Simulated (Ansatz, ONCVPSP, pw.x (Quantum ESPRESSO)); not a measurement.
## B (Z = 5): one change to the ONCV potential, in the atom and in the sc crystal

ONCVPSP 4.0.1.1 (patched build) input, shortened (lines: element, Z, core and valence counts, functional; n l f; lmax; l rc ep ncon nbas qcut; lloc lpopt rc5 dvloc0; l nproj debl; icmod fcfact rcfact), PBEsol, scalar-relativistic:

```
  B 5.00    1    2  -116133      upf
    1    0    2.00
    2    0    2.00
    2    1    1.00
    2
    0    1.70    0.00    4    9    3.70
    1    2.40    0.00    3    6    6.20
    2    2.15    0.03    3    7    4.40
    0    5    1.70    0.00
    0    0    1.60
    1    2    1.90
    2    3    1.90
    3    4.75    1.40
```

Change: s: qcut 3.4.

Cutoffs, loose and tight: the cutoffs (Ha) at which the residual kinetic energy of the hardest occupied pseudo-wave falls to 1 and 0.1 mHa per electron. They do not see the model core or the augmentation charge, which bear on the density cutoff. Test errors are all-electron minus pseudo excitation energies from the reference, over the configurations 2s2 2p0; 2s1 2p0; 2s2 2p0.5; 2s0 2p3; variants that change the core or the reference have their own tests.

Crystal test: sc B in pw.x 7.5, no spin, 17³ k-points, Fermi–Dirac smearing 0.01 Ry, cutoffs set for each file from its atomic test. The reference is all-electron LAPW (Ansatz 0.2.0) with the same functional, mesh and smearing; V0 and B0 come from Birch–Murnaghan fits to the pressures at five volumes. Errors are pseudo minus all-electron; Δ is the rms difference of the E(V) curves that follow from these fits, minima aligned, over ±6 % about the mean V0. Mesh and smearing are coarse, so the numbers serve the comparison and aren't converged zero-temperature values; the lattice is a test structure that the element need not adopt.

All-electron: a0 = 1.878 Å (V0 = 6.62 Å³/atom), B0 = 241.4 GPa.

Q: Does the change bring the crystal closer to the all-electron result?

A: The mean pressure error goes from -10.35 to -10.99 GPa, a small move against the size of the error.

```csv
quantity,base,changed
outcome (atom),generated,generated
"cutoff, loose (atom)",10 Ha,13 Ha
"cutoff, tight (atom)",68 Ha,73 Ha
bound ghosts (atom),none,none
largest test error (meV) (atom),+118,+121
cutoffs in pw.x (Ry),160/640,170/680
a0 (Å),1.849,–
a0 error (%),-1.53,–
B0 error (%),+1.0,–
Δ (meV/atom),15.9,–
mean pressure error (GPa),-10.35,-10.99
```

A dash: not determined, or the minimum lies outside the volumes sampled.

Base: The largest radius (2.40 bohr) exceeds half the bond length (1.78 bohr), so the spheres overlap, which is one possible source of error among others. This is a poor potential for the solid. Changed file: The largest radius (2.40 bohr) exceeds half the bond length (1.78 bohr), so the spheres overlap, which is one possible source of error among others. This is a poor potential for the solid.
